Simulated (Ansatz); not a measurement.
Mulliken charges of AlClHO, SMILES `[O][AlH][Cl]` radical from ωB97M-V/def2-TZVPP in Ansatz (PBE0-D4/def2-TZVP geometry).

| atom | x (Å) | y (Å) | z (Å) | charge (e) |
| --- | --- | --- | --- | --- |
| O1 | 0.291 | -1.036 | 1.351 | -0.294 |
| Al2 | 0.118 | 0.049 | 0.016 | 0.597 |
| Cl3 | -1.573 | -0.211 | -1.169 | -0.211 |
| H4 | 1.220 | 1.137 | -0.218 | -0.092 |

Question: By hand: the dipole of these point charges (1 e Å = 4.8032 D).

Answer: Σ q r = (0.205, 0.274, -0.121) e Å, of length 0.363 e Å = 1.74 D.

Question: How does the dipole of the full density compare? (An estimate is asked.)

Answer: Computed: (0.133, 0.221, -0.126) e Å, 1.38 D; the point charges give 1.26 times that, at 8° from its direction.

Point charges leave out the atoms' own dipoles, such as those of lone pairs, and Mulliken's split depends on the basis, so the two needn't agree.
